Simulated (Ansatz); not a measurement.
The same path of C$_{2}$H$_{4}$N (7 atoms, charge 0, multiplicity 2) was run twice with different band settings. Lost on the way: N3–H7. Made: C2–H7.

Method: UKS PBE/def2-SVP in Ansatz 0.2.0.

Relaxed end points:

```xyz
7
Properties=species:S:1:pos:R:3
C -0.697 0.390 -0.353
C 0.210 -0.508 0.406
N 1.457 -0.500 0.496
H -1.416 0.875 0.339
H -0.137 1.176 -0.910
H -1.303 -0.203 -1.069
H 1.886 -1.231 1.090
```

```xyz
7
Properties=species:S:1:pos:R:3
C -0.528 0.294 -0.267
C 0.689 -0.374 0.341
N 1.882 -0.023 0.165
H -1.206 0.647 0.537
H -0.229 1.151 -0.898
H -1.094 -0.436 -0.881
H 0.486 -1.259 1.003
```

Common settings: spring 5.0 eV/Å²; optimiser quadratic models (default); start path through a guess of the saddle point; force threshold 0.05 eV/Å; end points relaxed.

| run | movable images | climbing image | iteration limit |
| --- | --- | --- | --- |
| 1 | 5 | yes | 56 |
| 2 | 1 | no | 60 |

Question: What does each run give, and how far can it be trusted?

Answer: Run 1: converged after 7 iterations, highest image 1.634 eV above the first end. A vibrational analysis at the climbing image gives one clearly imaginary mode, 1920i cm⁻¹: a first-order saddle point.
Run 2: converged after 13 iterations, highest image 0.292 eV above the first end. No image climbed, so the highest image needn't sit at the top of the path. A band with more images between the same ends climbed to 1.63 eV, so this one has probably stepped over the top. So few images can step over the top or miss a turn of the path.
